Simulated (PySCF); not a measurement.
How the functional moves excitation energies

Species: difluorosilane, F2H2Si.
InChI=1S/F2H2Si/c1-3-2/h3H2

Linear-response calculations in the def2-SVPD basis (PySCF; singlets by full response, triplets Tamm–Dancoff, core orbitals frozen in the response; HF means time-dependent Hartree–Fock). 'Strongest' is the level of largest summed f among the singlets computed (10 roots, of which the last may lack a degenerate partner); it can jump between rows when another state enters that window. S1 is the lowest singlet of each run and needn't be the same state throughout; f(S1) is that of one state. Isolated species at its PBE0-D3(BJ)/def2-SVP geometry, gas phase.

| functional | kind | S1 (eV) | f(S1) | strongest (eV) | T1 (eV) | HOMO (eV) | gap (eV) | ionisation energy, ΔSCF (eV) |
| --- | --- | --- | --- | --- | --- | --- | --- | --- |
| LDA | LDA | 7.73 | 0.000 | 10.15 | 7.30 | -8.53 | 7.53 | 12.30 |
| PBE | GGA | 7.90 | 0.000 | 10.12 | 7.39 | -8.50 | 7.74 | 12.24 |
| B3LYP | global hybrid, 20% exact exchange | 8.39 | 0.000 | 10.77 | 7.86 | -9.83 | 9.69 | 12.74 |
| PBE0 | global hybrid, 25% exact exchange | 8.47 | 0.000 | 11.02 | 7.84 | -10.02 | 10.14 | 12.73 |
| BHandHLYP | global hybrid, 50% exact exchange | 8.95 | 0.000 | 11.64 | 8.29 | -11.50 | 12.42 | 13.09 |
| CAM-B3LYP | range-separated hybrid | 8.53 | 0.000 | 11.18 | 7.94 | -11.49 | 12.55 | 12.92 |
| wB97X-D | range-separated hybrid | 8.65 | 0.000 | 11.37 | 8.18 | -11.97 | 13.95 | 12.89 |
| LC-wPBE | range-separated hybrid | 8.73 | 0.000 | 11.57 | 8.01 | -12.83 | 15.01 | 13.04 |
| HF | Hartree–Fock | 9.73 | 0.000 | 12.71 | 8.72 | -13.76 | 16.23 | not settled |

S1 runs from 7.73 eV (LDA) to 9.73 eV (HF), a spread of 2.00 eV, while the orbital gap spreads over 8.7 eV. Along PBE (0%), B3LYP (20%), PBE0 (25%), BHandHLYP (50%), HF (100%) S1 rises with the share of exact exchange. −ε(HOMO) comes closest to its own ΔSCF ionisation energy with LC-wPBE (-0.22 eV) and misses most with LDA (-3.77 eV). 'Not settled' means that the ion's SCF failed to converge or may have ended in another state than the lowest.

Without π bonds the low states are Rydberg-like; a valence basis with one diffuse set may place them up to an eV too high.
